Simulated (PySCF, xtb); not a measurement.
H3Si, SMILES [SiH3] (connectivity only; charge and spin as stated), charge +1, multiplicity 1.

Harmonic wavenumbers (cm⁻¹) from GFN2-xTB in xtb at its own minimum, in rising order: 671, 671, 740, 2311, 2316, 2318.

Problem. What does PBE-D3(BJ)/def2-TZVPD (PySCF 2.14.0) give at its own minimum? (An estimate is asked for; the answer gives what the named calculation found.)

Solution. 807, 904, 904, 2194, 2278, 2278. Paired by order, the mean absolute difference is 121 cm⁻¹ and the zero-point energies are 12.9 and 13.4 kcal/mol.
